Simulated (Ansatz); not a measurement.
Input for Ansatz (development build ahead of 0.2.0):

```yaml
crystal:
  periodic: [false, false, false]
  atoms:
    - { symbol: Li, position_ang: [0.0, 0.0, 0.0] }
    - { symbol: B, position_ang: [1.34493, 1.79324, 3.88247] }
basis:
  gaussian: { orbitals: "6-31G" }
hamiltonian:
  xc: hf
correlation:
  method: fci
  frozen_orbitals: { B: 1, Li: 0 }
```

The input is written out in the form of the current development build from the run's settings.

The run gave:

```json
{
  "Converged": "yes",
  "Total energy": "-31.99786 hartree",
  "State": "lowest singlet root, of any spatial symmetry"
}
```
